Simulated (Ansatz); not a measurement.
Rock-salt NaI, treated with PBE (Ansatz, a first-principles code, PAW).

Total energies, extrapolated to zero smearing (they compare only within this program, potentials and cutoff; free atoms with spin allowed, lowest state found):

```csv
system,energy (eV/atom)
"rock-salt NaI, relaxed",-4500.9432
free Na atom,-1485.3346
free I atom,-7511.5971
```

Q: Work out the cohesive energy per atom.

A: E_coh = [1 × (-1485.3346) + 1 × (-7511.5971)]/2 − (-4500.9432) = 2.48 eV/atom. The reference value is 2.63 eV/atom (measured, zero-point energy (Debye) added; as tabulated in Doll and Stoll (1998), arXiv:cond-mat/9801031), not set against a level without spin–orbit coupling.

Spin–orbit coupling, which matters for such heavy atoms, is left out.

The PAW data were made under PBE.
